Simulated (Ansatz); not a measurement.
# AlSiH (singlet): from Hartree-Fock to the top rungs at distance Si1–Al2 = 2.354 Å, 6-31G

Aim: climb from Hartree-Fock through coupled cluster and multireference methods for AlSiH (singlet) at one geometry and basis, and see what each rung misses.

Computed with Ansatz 0.2.0, Gaussian basis. Level: 6-31G, core rule «outside noble gas», up to 10 orbitals frozen.

The runs, in order: UHF; CCSD(T) on RHF; CCSD(T) on UHF; BCCD(T) on RHF; CISD; CCSDT(Q) on RHF; CCSDT(Q) on UHF; CISDTQ; CCSDTQ on RHF; CASSCF and MRCISD+Q, 2 electrons in 2 orbitals; CASSCF and NEVPT2, 2 electrons in 2 orbitals; CASSCF and MRCISD+Q, 8 electrons in 9 orbitals; CASSCF and NEVPT2, 8 electrons in 9 orbitals; Full CI.

24 further runs of the same task are left out: 3 for a known fault of the program, 1 for a mislabelled method, 16 that didn't finish, 4 set aside as unsound or not needed.

**1. What is computed**

The geometry derives from a PBE0/def2-TZVP stationary point (not a proven minimum). One bond is set to the value named and the two fragments are kept rigid.

3 atoms, charge 0, spin multiplicity 1.

Atoms are counted from 1 here; the program's logs count them from 0.

Bond lengths: Si1–Al2 2.354 Å, Al2–H3 1.595 Å. Angles: Si1–Al2–H3 180.0°.

**2. UHF**

in.yaml

```yaml
crystal:
  periodic: [false, false, false]
  atoms:
    - {symbol: Si, position_ang: [0.000000, 0.000000, 2.100805]}
    - {symbol: Al, position_ang: [0.000000, 0.000000, -0.252999]}
    - {symbol: H, position_ang: [0.000000, 0.000000, -1.847805]}
basis:
  gaussian: {orbitals: 6-31G}
magnetization: {spin_polarized: true, initial_magnetization: 0}
hamiltonian: {xc: hf}
output: {orbitals: {seedname: orbitals}}
```

Run with:

```
> ansatz run in.yaml --threads 1 --pin off --events-out ev --progress --plain --max-ram 2393MiB
```

Further steps of the session: CCSD(T) on RHF; CCSD(T) on UHF; BCCD(T) on RHF; CISD; CCSDT(Q) on RHF; CCSDT(Q) on UHF; CISDTQ; CCSDTQ on RHF; CASSCF and MRCISD+Q, 2 electrons in 2 orbitals; CASSCF and NEVPT2, 2 electrons in 2 orbitals; CASSCF and MRCISD+Q, 8 electrons in 9 orbitals; CASSCF and NEVPT2, 8 electrons in 9 orbitals; Full CI.

**Question.** What will the summary of the whole plan be? Wanted: FCI below the RHF energy; RMP2 from FCI; RCCSD from FCI; RCCSD(T) from FCI; RCCSDT(Q) from FCI; NEVPT2 valence from FCI; MRCISD+Q valence from FCI; T1 diagnostic; effectively unpaired electrons.

As calculated:

| quantity | value |
| --- | --- |
| FCI below the RHF energy | -2.8763 eV |
| RMP2 from FCI | +20.97 kcal/mol |
| RCCSD from FCI | +4.50 kcal/mol |
| RCCSD(T) from FCI | +2.55 kcal/mol |
| RCCSDT(Q) from FCI | +0.24 kcal/mol |
| NEVPT2 valence from FCI | +4.63 kcal/mol |
| MRCISD+Q valence from FCI | +0.05 kcal/mol |
| levels within 1 kcal/mol (43 meV) | RCCSDT(Q), RCCSDTQ, MRCISD valence, MRCISD+Q valence |
| T1 diagnostic | 0.029 |
| effectively unpaired electrons | 2.08 |

**Reading.** RCCSD(T) lands +2.55 kcal/mol from the yardstick (3.8 % of the correlation energy). The occupations show strong static correlation (2.1 unpaired electrons where one determinant has 0). Coupled cluster on one determinant still stays close here. Of the multireference levels listed MRCISD+Q valence comes nearest in total energy (+0.05 kcal/mol), which doesn't show that its space is the better one. These misses are within one basis, not against nature.
